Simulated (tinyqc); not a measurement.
Inside a calculation (part 2 of 2). Method: RKS/exchange-only LDA in the sto-3g basis, for HF, spin multiplicity 1. Computed by tinyqc, a small Python program that keeps every step (integrals from PySCF). Command: `OMP_NUM_THREADS=1 python tinyqc.py 20444 20445 out.jsonl` (the two numbers bound the seeds that draw the settings). One thread of a shared host (Intel(R) Xeon(R) Processor @ 2.60GHz), about 0.5 s of CPU time with the checks.

Geometry (angstrom):
```
atom        x        y        z
F     0.00000  0.00000  0.00000
H     0.00000  0.00000  1.39600
```

## Populations, bond orders and dipole

D after iteration 10, order 1F 1s, 1F 2s, 1F 2px, 1F 2py, 1F 2pz, 2H 1s:
$$\begin{pmatrix}
2.11948 & -0.50367 & 0.00000 & 0.00000 & 0.04543 & 0.00806 \\
-0.50367 & 2.12953 & 0.00000 & 0.00000 & -0.22751 & -0.11107 \\
0.00000 & 0.00000 & 2.00000 & 0.00000 & 0.00000 & 0.00000 \\
0.00000 & 0.00000 & 0.00000 & 2.00000 & 0.00000 & 0.00000 \\
0.04543 & -0.22751 & 0.00000 & 0.00000 & 0.92171 & 0.85705 \\
0.00806 & -0.11107 & 0.00000 & 0.00000 & 0.85705 & 0.80186
\end{pmatrix}$$

overlap S, order 1F 1s, 1F 2s, 1F 2px, 1F 2py, 1F 2pz, 2H 1s:
$$\begin{pmatrix}
1.00000 & 0.23799 & 0.00000 & 0.00000 & 0.00000 & 0.01607 \\
0.23799 & 1.00000 & 0.00000 & 0.00000 & 0.00000 & 0.19884 \\
0.00000 & 0.00000 & 1.00000 & 0.00000 & 0.00000 & 0.00000 \\
0.00000 & 0.00000 & 0.00000 & 1.00000 & 0.00000 & 0.00000 \\
0.00000 & 0.00000 & 0.00000 & 0.00000 & 1.00000 & 0.18148 \\
0.01607 & 0.19884 & 0.00000 & 0.00000 & 0.18148 & 1.00000
\end{pmatrix}$$

Mulliken: Z minus the diagonal of D S on the atom; Loewdin: the same with S^(1/2) D S^(1/2); Mayer order: 2 sum_s sum (D(s) S)_ij (D(s) S)_ji over the two atoms.

Charges (e):
```
atom  Mulliken   Loewdin
1F    -0.06456  -0.05464
2H     0.06456   0.05464
```

Mayer bond orders:
```
pair    order
2-1   0.99583
```

dipole moment about the origin, x y z (debye): [0.00000, 0.00000, 0.77703]
